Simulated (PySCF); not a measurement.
Geometry (Å), atoms numbered from 1 in this order:
```xyz
8

O    -1.0743    1.0925    0.5408
P    -0.0958    0.1032    0.0502
O    -0.6334   -0.9448   -1.0388
O     1.2069    0.6999   -0.6704
O     0.5499   -0.8698    1.1494
H    -1.2800   -0.5272   -1.6222
H     1.4410    1.5562   -0.2900
H    -0.0964   -1.0912    1.8318
```

Geometry: PBE0-D3(BJ)/def2-SVP; GIAO absolute shieldings from PySCF 2.14.0 with density-fitted response routines, gas phase, non-relativistic, averaged over equivalent atoms.

At mPW1PW91/pcSseg-1 (107 basis functions, about 6 core-seconds):
```tsv
atoms	σ (ppm)
O1	165.2
O3/O4/O5	225.7
P2	308.5
H6/H7/H8	28.34
```

Question: Estimate the result of repeating the calculation with KT3/pcSseg-1.

Answer: 
| atoms | σ at KT3/pcSseg-1 | change |
| --- | --- | --- |
| O1 | 160.4 | -4.8 |
| O3/O4/O5 | 222.4 | -3.3 |
| P2 | 332.3 | +23.8 |
| H6/H7/H8 | 28.61 | +0.27 |

The largest change is at P2 (phosphorus bonded to 4 O). Cost: 107 basis functions, roughly 8 core-seconds.
